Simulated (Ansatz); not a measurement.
C3H4O2 (`OC1=CCO1`) from Hartree–Fock to CCSD(T)

Z-matrix (Å, degrees):
```
C
O 1 1.477
C 1 1.932 2 44.8
C 1 1.502 2 88.3 3 0.0
H 1 1.092 2 109.3 3 -119.0
H 1 1.092 2 109.3 3 119.0
O 3 1.323 1 170.2 2 -0.0
H 4 1.073 1 136.8 2 180.0
H 7 0.964 3 108.4 1 0.0
```

Total charge 0; spin multiplicity 1. The geometry is a stationary point of PBE0-D4/def2-TZVP. It is one conformer, not always the lowest. Frozen core, restricted reference, the Gaussian-basis code of Ansatz. CBS rows extrapolate triple and quadruple zeta; past MP2 they add the triple-zeta difference.

```
     basis     HF (Eh)  MP2 corr.  CCSD corr.       (T)  CCSD(T) total
  def2-SVP  -265.37675   -0.75919    -0.78866  -0.02570     -266.19111
def2-TZVPP           ?   -0.94822    -0.96472         ?              ?
def2-QZVPP           ?   -1.01713           –         –              –
 CBS(def2)           ?   -1.06818    -1.08468     as TZ              ?
```

(1) Fill in the withheld values. (An estimate is asked.)

Results:

(1) The calculation gave: def2-TZVPP HF (Eh): -265.69328; def2-TZVPP (T): -0.04255; def2-TZVPP CCSD(T) total: -266.70055; def2-QZVPP HF (Eh): -265.70527; CBS(def2) HF (Eh): -265.70692; CBS(def2) CCSD(T) total: -266.83415.
